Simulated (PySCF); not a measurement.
Gas-phase reaction: 3 ethylsilane + C3H4 (cyclic) + 2 H ⇌ 3 (CH3)3SiH

Computed with PySCF and rigid-rotor harmonic-oscillator thermochemistry at 1 bar. † marks an energy on the PBE0/def2-TZVP geometry and frequencies; other levels use their own. 6-31G* has spherical d functions here. Open shells (unrestricted): H (multiplicity 2); the rest are closed-shell singlets. B3LYP is the form with VWN-RPA correlation. The harmonic model lacks anharmonicity and excited electronic states, which grow with temperature; levels with a mode under 35 cm⁻¹ are left out. Internal rotation in ethylsilane, (CH3)3SiH is treated as a harmonic vibration of one conformer, which makes the entropy rough.

```tsv
level	ΔE electronic, kJ	ΔH°(298 K), kJ	ΔS°(298 K), J/K	ΔG°(1000 K), kJ
B3LYP/6-31G*	-1084	-1008	-370	-639
B3LYP/def2-TZVP†	-1101	-1029	-372	-659
HF/def2-TZVP†	-981	-908	-372	-539
PBE0/def2-SVP†	-1081	-1009	-372	-639
PBE0/def2-TZVP	-1113	-1041	-372	-671
```
ΔH° is lowest at PBE0/def2-TZVP and highest at HF/def2-TZVP†. No reference value is set beside these.
